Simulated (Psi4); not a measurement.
# SiH4 (SMILES [H][Si]([H])([H])[H]) at HSE06/aug-pcseg-1 (density fitting)

We compute a geometry optimisation of SiH4. 

The results are computed with Psi4 1.11.

1 further run of the same task is left out (set aside as unsound or not needed).

**1. The molecule**

SiH4 has 5 atoms, charge 0, and is taken as a singlet. As SMILES, `[H][Si]([H])([H])[H]`. The coordinates come from a GFN2-xTB relaxation. The run starts from this shape.

Bond lengths: Si1–H2 1.461 Å, Si1–H3 1.461 Å, Si1–H4 1.461 Å, Si1–H5 1.461 Å. Angles: H2–Si1–H3 109.5°, H2–Si1–H4 109.5°, H2–Si1–H5 109.5°, H3–Si1–H4 109.5°, H3–Si1–H5 109.5°, H4–Si1–H5 109.5°.

**2. A structure relaxation at HSE06/aug-pcseg-1 (density fitting)**

The input, h4si.dat:

```
memory 1.6 GB

molecule {
  0 1
  Si     0.000060    -0.000040     0.000090
  H      0.011300    -0.019430     1.460880
  H      1.373450     0.011260    -0.497760
  H     -0.696580     1.196700    -0.465720
  H     -0.688230    -1.188490    -0.497490
  symmetry c1
  no_reorient
  no_com
}

set basis aug-pcseg-1
set reference rks
set scf_type df
set geom_maxiter 50
set g_convergence molpro

e = opt('hse06')
```

Started as:

```
$ psi4 -i h4si.dat -o h4si.out -n 1
```

What values should one expect? Wanted: total energy at the end; dipole moment; HOMO energy; LUMO energy; HOMO–LUMO gap.

**Answer.** As computed:

At HSE06/aug-pcseg-1 (density fitting):

```
               quantity          value
total energy at the end  -291.74890 Eh
          dipole moment         0.00 D
            HOMO energy       -9.45 eV
            LUMO energy       -0.27 eV
          HOMO–LUMO gap        9.18 eV
```

At the final geometry: Bond lengths: Si1–H2 1.491 Å, Si1–H3 1.491 Å, Si1–H4 1.491 Å, Si1–H5 1.491 Å. Angles: H2–Si1–H3 109.5°, H2–Si1–H4 109.5°, H2–Si1–H5 109.5°, H3–Si1–H4 109.5°, H3–Si1–H5 109.5°, H4–Si1–H5 109.5°. The optimisation took 3 steps and changed the energy by -0.035 eV.
